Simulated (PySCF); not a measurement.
Species: ClF.
Geometry (PBE0-D3(BJ)/def2-SVP, Å), atoms numbered from 1 in this order:
```xyz
2
ClF angstrom
F     -0.7010    0.3281   -0.1122
Cl     0.7452   -0.4184    0.1183
```

Theory: core-valence-separated Tamm–Dancoff BHandHLYP/aug-pcX-1 (def2-SVPD on Cl) in PySCF, non-relativistic, gas phase, PBE0-D3(BJ)/def2-SVP geometry. Absolute energies from this functional tend to lie a few eV below measured edges; no shift was applied.

The lowest roots of each edge with f over 0.003 (five at most, numbered afresh; weaker and dark ones are left out), with transition dipoles (au) in the frame of the coordinates:

```json
{"root": "1", "edge": "F", "E (eV)": "679.92", "f": "0.0538", "μx": "0.0501", "μy": "-0.0258", "μz": "0.0080"}
{"root": "2", "edge": "F", "E (eV)": "690.36", "f": "0.0049", "μx": "0.0069", "μy": "0.0097", "μz": "-0.0121"}
{"root": "3", "edge": "F", "E (eV)": "690.36", "f": "0.0049", "μx": "-0.0041", "μy": "-0.0116", "μz": "-0.0117"}
{"root": "4", "edge": "F", "E (eV)": "691.66", "f": "0.0091", "μx": "-0.0108", "μy": "-0.0204", "μz": "0.0018"}
{"root": "5", "edge": "F", "E (eV)": "691.66", "f": "0.0091", "μx": "0.0021", "μy": "-0.0030", "μz": "-0.0229"}
```

Question: What is the unit vector of the molecular axis, and which share of each root's |μ|² lies along it?

Answer: (-0.88, 0.45, -0.14), up to sign.

| root | core hole on | share along it | final orbital |
| --- | --- | --- | --- |
| 1 | F1 | 1.00 | σ |
| 2 | F1 | 0.00 | π |
| 3 | F1 | 0.00 | π |
| 4 | F1 | 0.00 | π |
| 5 | F1 | 0.00 | π |

The 1s orbitals are σ, so light polarised along the axis reaches σ orbitals and light across it π orbitals.

Question: For fixed molecules, how does the intensity of root 1 change when the electric field is turned 70° away from the molecular axis?

Answer: Intensity goes as (E·μ)², and μ lies along that direction, so it falls to cos²70° = 0.12 of its maximum; it vanishes at 90°.

Question: Molecules are fixed in this frame and the field points along (1, 1, 0)/√2. What effective strengths 3 f cos²θ do the roots have (θ between field and μ)?

Answer: root 1 (F1): 0.015, root 2 (F1): 0.007, root 3 (F1): 0.006, root 4 (F1): 0.025, root 5 (F1): 0.000. Root 4 is the strongest. Averaged over all orientations cos²θ is 1/3, which gives f back. For degenerate partners only the sum has meaning, as the program may mix them freely.

